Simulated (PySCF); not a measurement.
# SO3 (SMILES O=S(=O)=O) at 6 levels

We compute a comparison of 6 runs (HF/STO-3G, HF/3-21G, B3LYP/6-31G*, CAM-B3LYP/6-311+G**, wB97X/6-311+G**, SCS-MP2/6-311+G**) of SO3. Input form: a Python script.

The calculation is run with PySCF 2.14.0.

2 further runs of the same task are left out: 2 set aside as unsound or not needed.

## Step 1: Starting point

SO3 has 4 atoms, charge 0, and is taken as a singlet. SMILES: `O=S(=O)=O`. The O1–S2 distance was set to 3.123 Å, away from the relaxed value. At this shape a bond of the SMILES string is far longer than usual.

Bond lengths: S2–O3 1.419 Å, S2–O4 1.419 Å. Angles: O3–S2–O4 120.0°.

## Step 2: A single-point energy at HF/STO-3G (run 1)

Input file input.py:

```python
from pyscf import gto, scf

molecule = gto.M(
    atom='O -2.467478 -1.506113 1.180838; S 0.000010 -0.000030 -0.000040; O 1.308940 -0.327680 0.440460; O -0.187380 1.012320 -0.977150',
    spin=0,
    verbose=3,
    max_memory=1860,
    basis='sto-3g',
)

mf = scf.RHF(molecule)
mf.conv_tol = 1e-10
mf.kernel()
if not mf.converged:
    mf = mf.newton().run(mf.mo_coeff, mf.mo_occ)

e_final = mf.e_tot
print('E(%s) = %.9f' % ('HF', e_final))
```

On the command line:

```console
$ OMP_NUM_THREADS=1 python input.py
```

Log:

```text
SCF not converged.
SCF energy = -614.204630751635
converged SCF energy = -614.254117689726
E(HF) = -614.254117690
```

Run time: 1 s. Hardware: 1 thread of Arm Neoverse V1, shared host; peak memory 0.12 GiB.

## Step 3: The energy at HF/3-21G (run 2)

Input file calc.py:

```python
from pyscf import gto

mol = gto.M(
    atom='''
O   -2.467478  -1.506113   1.180838
S    0.000010  -0.000030  -0.000040
O    1.308940  -0.327680   0.440460
O   -0.187380   1.012320  -0.977150
''',
    basis='3-21g',
    verbose=4,
    spin=0,
    max_memory=1860,
)

mf = mol.RHF()
mf.conv_tol = 1e-10
mf.kernel()
if not mf.converged:
    mf = mf.newton().run(mf.mo_coeff, mf.mo_occ)

energy = mf.e_tot
print('E = %.10f Eh' % energy)
```

On the command line:

```console
$ OMP_NUM_THREADS=1 python calc.py
```

Log:

```text
PySCF version 2.14.0

[... 102 lines left out ...]
converged SCF energy = -618.508236242838
E = -618.5082362428 Eh
```

It took 0.95 s on 1 thread of Arm Neoverse V1, shared host; peak memory 0.12 GiB.

## Step 4: A single-point energy at B3LYP/6-31G(d) (spherical functions) (run 3)

Input file input.py:

```python
from pyscf import gto, dft

molecule = gto.M(
    atom='''
O     -4.662858    -2.846141     2.231460
S      0.000019    -0.000057    -0.000076
O      2.473538    -0.619225     0.832349
O     -0.354097     1.913008    -1.846546
''',
    basis='6-31g*',
    max_memory=1860,
    spin=0,
    verbose=4,
    unit='bohr',
    charge=0,
)

ks = dft.RKS(molecule, xc='b3lyp')
ks.conv_tol = 1e-10
ks.grids.level = 5
ks.kernel()
if not ks.converged:
    ks = ks.newton().run(ks.mo_coeff, ks.mo_occ)

energy = ks.e_tot
print('E = %.10f Eh' % energy)
```

On the command line:

```console
$ OMP_NUM_THREADS=1 python input.py
```

Log:

```text
PySCF version 2.14.0

[... 83 lines left out ...]
WARN: HOMO -0.26639693477225 == LUMO -0.265590643321725
[... 34 lines left out ...]
converged SCF energy = -623.533270531858
E = -623.5332705319 Eh
```

It took 20 s on 1 thread of Arm Neoverse V1, shared host; peak memory 0.32 GiB.

Runs 4 to 5 aren't shown in full; the table further down has their settings and results.

## Step 5: The energy at SCS-MP2/6-311+G(d,p) (run 6)

Input file run.py:

```python
from pyscf import gto, scf, mp

mol = gto.Mole()
mol.atom = 'O -2.467478 -1.506113 1.180838; S 0.000010 -0.000030 -0.000040; O 1.308940 -0.327680 0.440460; O -0.187380 1.012320 -0.977150'
mol.verbose = 3
mol.basis = '6-311+g**'
mol.max_memory = 1860
mol.spin = 0
mol.build()

myscf = scf.RHF(mol)
myscf.conv_tol = 1e-10
myscf.kernel()
if not myscf.converged:
    myscf = myscf.newton().run(myscf.mo_coeff, myscf.mo_occ)

pt = mp.MP2(myscf, frozen=8).run()
etot = myscf.e_tot + 1.2 * pt.e_corr_os + pt.e_corr_ss / 3
print('Final energy', etot)
```

On the command line:

```console
$ OMP_NUM_THREADS=1 python run.py
```

Log:

```text
converged SCF energy = -621.911223376739
E(RMP2) = -622.598594019367  E_corr = -0.687370642627959
E(SCS-RMP2) = -622.580213113675  E_corr = -0.668989736935076
Final energy -622.5802131136746
```

Wall time 2.6 s (1 thread of Arm Neoverse V1, shared host); peak memory 0.23 GiB.

## Step 6: All runs side by side

```
run                               level  integration grid  frozen core orbitals  energy (Eh)  dipole moment (D) of the reference  HOMO energy (eV)  LUMO energy (eV)  wall time
  1                           HF/STO-3G                 –                     –  -614.254118                                1.73             -7.72              4.87        1 s
  2                            HF/3-21G                 –                     –  -618.508236                                2.66            -12.44              0.46     0.95 s
  3  B3LYP/6-31G* (spherical functions)                 5                     –  -623.533271                                1.89             -8.67             -8.06       20 s
  4                 CAM-B3LYP/6-311+G**                 5                     –  -623.580125                                0.82            -11.59             -6.30       30 s
  5                     wB97X/6-311+G**                 5                     –  -623.572912                                1.11            -12.48             -5.03       26 s
  6                   SCS-MP2/6-311+G**                 –                     8  -622.580213                                2.07            -13.74             -1.02      2.6 s
```

## Step 7: Results

| quantity | value |
| --- | --- |
| run 6: total energy | -622.58021 Eh |
| run 6: dipole moment (Hartree–Fock density) | 2.07 D |
| run 6: HOMO energy (Hartree–Fock orbitals) | -13.74 eV |
| run 6: LUMO energy (Hartree–Fock orbitals) | -1.02 eV |
| run 6: HOMO–LUMO gap (Hartree–Fock orbitals) | 12.71 eV |
| run 6: correlation energy (8 core orbitals frozen) | -669.0 mEh |

Over runs 1, 2, 3, 4, 5 the dipole moment (its size) runs from 0.82 D (CAM-B3LYP/6-311+G**) to 2.66 D (HF/3-21G). The two ends differ in method and basis. Over runs 1, 2, 3, 4, 5 the HOMO–LUMO gap runs from 0.61 eV (B3LYP/6-31G*) to 12.90 eV (HF/3-21G). Totals of different functionals can't be ranked against each other. In run 1 the basis is minimal, so the values are rough. In runs 1, 2, 3, 4, 5, 6 a closed-shell determinant meets a far-stretched bond, which it describes badly. All runs together took 81 s, the longest 30 s.
